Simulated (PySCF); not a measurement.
## Atomic charges by several schemes

Compound: C4H6O2.
SMILES with atom numbers: `[CH2:1]=[CH:2][C:3](=[O:4])[O:5][CH3:6]` (hydrogens: H7, H8 on C1; H9 on C2; H10, H11, H12 on C6)

Structure used (GFN2-xTB), in Å, numbered top down from 1:
```xyz
12
C4H6O2 angstrom
C      2.4715   -0.3562    0.1832
C      1.2219   -0.7574    0.0025
C      0.0933    0.1943    0.0856
O      0.1840    1.3747    0.3126
O     -1.0753   -0.4323   -0.1269
C     -2.2382    0.3789   -0.0718
H      2.6814    0.6799    0.3950
H      3.3084   -1.0309    0.1272
H      0.9535   -1.7805   -0.2121
H     -2.3330    0.8403    0.9134
H     -2.1864    1.1692   -0.8237
H     -3.0798   -0.2807   -0.2670
```

Density: PBE0/pcSseg-1 (PySCF); schemes: Mulliken, IAO, Hirshfeld and ESP-fitted. One conformer (not necessarily the lowest) at the GFN2-xTB geometry, without solvent, vibrations or thermal averaging.

Question: At which atom do the 4 schemes differ most?

Answer: At C3: from +0.202 (Hirshfeld) to +0.886 e (ESP-fitted), 0.684 e apart.

Question: For which atoms does the sign change between the 4 schemes (beyond +0.03 e in one, beyond −0.03 e in another)?

Answer: For none.

Question: Do the Mulliken, IAO, Hirshfeld and ESP-fitted schemes agree on where the charge is lowest?

Answer: The schemes don't all agree: Mulliken O5 (-0.476); IAO O4 (-0.473); Hirshfeld O4 (-0.260); ESP-fitted O4 (-0.558).

Question: Tabulate the Mulliken, IAO, Hirshfeld and ESP-fitted charges.

Answer: In e:

```
atom                 environment  Mulliken     IAO  Hirshfeld  ESP-fitted
  C1        terminal =CH2 carbon    -0.072  -0.252     -0.058      -0.232
  C2            alkene CH carbon    -0.271  -0.201     -0.061      -0.423
  C3       ester carbonyl carbon    +0.508  +0.509     +0.202      +0.886
  O4       ester carbonyl oxygen    -0.415  -0.473     -0.260      -0.558
  O5  ester single-bonded oxygen    -0.476  -0.339     -0.103      -0.395
  C6              methoxy carbon    -0.028  -0.214     -0.036      -0.149
  H7            vinylic hydrogen    +0.140  +0.173     +0.055      +0.154
  H8            vinylic hydrogen    +0.131  +0.164     +0.060      +0.177
  H9            vinylic hydrogen    +0.119  +0.165     +0.049      +0.186
 H10             methyl hydrogen    +0.119  +0.152     +0.048      +0.109
 H11             methyl hydrogen    +0.119  +0.153     +0.048      +0.111
 H12             methyl hydrogen    +0.127  +0.163     +0.056      +0.134
```

Mean size of the charges over all atoms: ESP-fitted 0.293 e, IAO 0.246 e, Mulliken 0.210 e, Hirshfeld 0.086 e. Each set sums to the total charge, 0, to within 0.001 e. The IAO scheme projects the occupied orbitals on a minimal set of polarised atomic orbitals and counts the electrons in each atom's part of it. The Hirshfeld scheme divides the density at each point in proportion to the densities of the neutral, spherically averaged free atoms.

Question: Sum the charges by element.

Answer: 
| element | atoms | Mulliken | IAO | Hirshfeld | ESP-fitted |
| --- | --- | --- | --- | --- | --- |
| C | 4 | +0.136 | -0.158 | +0.047 | +0.082 |
| O | 2 | -0.891 | -0.811 | -0.363 | -0.953 |
| H | 6 | +0.755 | +0.969 | +0.317 | +0.871 |

Question: How closely do the schemes follow one another over all atoms?

Answer: Correlation coefficient and root-mean-square difference: IAO with Hirshfeld 0.96, 0.172 e; IAO with ESP-fitted 0.96, 0.133 e; Mulliken with ESP-fitted 0.96, 0.141 e; Mulliken with IAO 0.94, 0.092 e; Hirshfeld with ESP-fitted 0.94, 0.269 e; Mulliken with Hirshfeld 0.93, 0.167 e.
